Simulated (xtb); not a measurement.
Species: H$_{4}$Si, SMILES `[SiH4]` (charge 0, multiplicity 1).

Give a relaxed geometry from xtb with GFN2-xTB.

the end point of this relaxation (outside a Z-matrix the atoms follow the SMILES, hydrogens last).
Z-matrix (Å, degrees):
```
Si
H 1 1.4609
H 1 1.4609 2 109.47
H 1 1.4609 2 109.47 3 120.00
H 1 1.4609 2 109.47 4 120.00
```
